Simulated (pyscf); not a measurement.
Single points on ωB97X-D3(BJ)/def2-SVP structures (PySCF, gas phase).

**Question.** For the elementary gas-phase step HO–Sn(F)(Cl)–Cl + HCl → HO–Sn(Cl)(Cl)–Cl + HF (singlet surface; F–Sn, Cl–H broken, Cl–Sn, F–H formed), what barrier and reaction energy does ωB97M-D3(BJ)/def2-TZVP give, measured from the separated reactants?

**Answer.** ΔE‡ = 8.0 kcal/mol, ΔE = -7.1 kcal/mol. Zero-point energy shifts the barrier by +0.6 kcal/mol. It is a four-centre exchange, with an imaginary mode of 463i cm⁻¹. On the reactant side the descent ends in a complex, 4.4 kcal/mol under the separated species and 9.4 kcal/mol under the saddle at ωB97X-D3(BJ)/def2-TZVP. On the product side the descent ends in a complex, 6.7 kcal/mol under the separated species and 21.6 kcal/mol under the saddle at ωB97X-D3(BJ)/def2-TZVP. At ωB97X-D3(BJ) the barrier from the zero used here is 5.0 kcal/mol. One saddle was located; it need not be the lowest between these sides. Elements past Kr carry the def2 core potentials, without spin-orbit coupling.
